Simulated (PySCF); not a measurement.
SMILES [Cl][Na], singlet (B3LYP/def2-SVP optimised geometry):

```
2

Na    -1.170     0.000     0.000
Cl     1.170     0.000     0.000
```

Calculation: B3LYP/def2-TZVP run with PySCF.

Q: What are the frontier orbital energies and the dipole moment?

A: HOMO-2 -6.71 eV, HOMO-1 -6.26 eV, HOMO -6.26 eV, LUMO -2.00 eV, LUMO+1 0.06 eV; dipole moment 8.50 D.

Meta-Löwdin charges at B3LYP/def2-TZVP: Na1 0.81, Cl2 -0.81.
